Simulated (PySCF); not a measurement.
# C2H2O2 (Glyoxal): the cost of one run

Programs: PySCF 2.14.0, with density-fitted response routines of our own. Each step states its level of theory. These are calculated values for one molecule in the gas phase, unless marked as measured. Atoms are numbered from 0 throughout.

### Step 1. The molecule as given

6 atoms, charge 0, multiplicity 1; geometry from: GFN2-xTB. The atoms were then displaced at random by about 0.01 Å, so the start is not that level's minimum.

Bonds of the start (Å): O0–C1 1.22, C1–C2 1.53, C2–O3 1.17, C1–H4 1.11, C2–H5 1.10.

### Step 2. Geometry optimisation at PBE0-D3(BJ)/def2-SVP

What the job is given:

```
{"job": {"xc": "PBE0", "basis": "def2-SVP", "d3": "d3bj", "grid": 1, "shake": 0.01, "kind": "geom"}, "charge": 0, "multiplicity": 1}
O      1.413710    -0.341850     0.979360
C      0.751130    -0.061290    -0.006930
C     -0.776140     0.055190    -0.011940
O     -1.361140     0.321590    -0.984860
H      1.212210     0.114970    -1.004090
H     -1.215610    -0.118630     0.983790
```

Started as:

```sh
$ OMP_NUM_THREADS=1 python probes_run.py task.json out
```

The driver reads the jobs from task.json and runs them one after another.

Q: Estimate the wall time and peak memory of this first job on 1 thread of AMD EPYC 7R43, shared host.

About 26 s, with a peak of 0.3 GiB.
